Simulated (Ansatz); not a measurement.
# H3N, SMILES N: the interaction energy of a dimer with the counterpoise correction

With the Ansatz DFT code, driven from Python.

At the Python prompt:
```pycon
>>> import ansatz as az
>>> FIRST = [
...     ("N", (-0.0682, 0.2428, 0.1081)),
...     ("H", (0.4919, -0.3005, 0.7534)),
...     ("H", (-0.892, -0.3006, -0.1184)),
...     ("H", (0.4682, 0.3583, -0.7431)),
... ]
>>> SECOND = [
...     ("N", (2.563, -0.339, 1.2838)),
...     ("H", (1.9394, -0.0147, 2.0127)),
...     ("H", (3.2893, -0.8915, 1.7226)),
...     ("H", (3.0021, 0.4743, 0.8702)),
... ]
>>> def energy(atoms, ghosts=()):
...     molecule = az.Crystal.molecule()
...     for symbol, xyz in atoms:
...         molecule = molecule.atom(symbol, xyz)
...     calc = (
...         molecule.calculation()
...         .basis(gaussian="aug-cc-pVDZ")
...         .functional("hf")
...     )
...     deck = calc.input()
...     if ghosts:
...         deck = deck.set(az.key.basis.gaussian.ghost_atoms, [{"symbol": s, "position_ang": list(xyz)} for s, xyz in ghosts])
...     return az.Session.from_dict(deck).plan().execute().report["free_energy_ev"]
...
>>> both = energy(FIRST + SECOND)

>>> alone = energy(FIRST) + energy(SECOND)
>>> ghosted = energy(FIRST, SECOND) + energy(SECOND, FIRST)
>>> print(f"dimer {both:.6f} eV")
dimer -3058.768735 eV
>>> print(f"interaction, uncorrected   {(both - alone):8.3f} eV")
interaction, uncorrected      0.083 eV
>>> print(f"interaction, counterpoise  {(both - ghosted):8.3f} eV")
interaction, counterpoise     0.101 eV
>>> print(f"basis-set superposition    {(alone - ghosted):8.3f} eV")
basis-set superposition       0.018 eV
```

Uncorrected it is 0.083 eV, with the counterpoise correction 0.101 eV; the difference, 0.02 eV, is the superposition error. In this basis both values are repulsive.

What to keep in mind:
- Total energies depend on the basis set; only differences at equal settings carry meaning.
- The dimer is a generated trial pose of unrelaxed monomers, not a minimum, so the figure is no binding energy, and the basis set is small.
- Hartree-Fock leaves correlation out, so bond, atomisation and ionisation energies come out well too low.
- This level lacks the dispersion part of the attraction (electrostatics and induction are there), which can decide the sign where the interaction is weak.
- Timing: 1.8 s on 1 thread of Intel(R) Xeon(R) Platinum 8488C (Sapphire Rapids) (shared host), peak memory 0.2 GiB.

(Lines on the test bed's own set-up are left out of the output.)
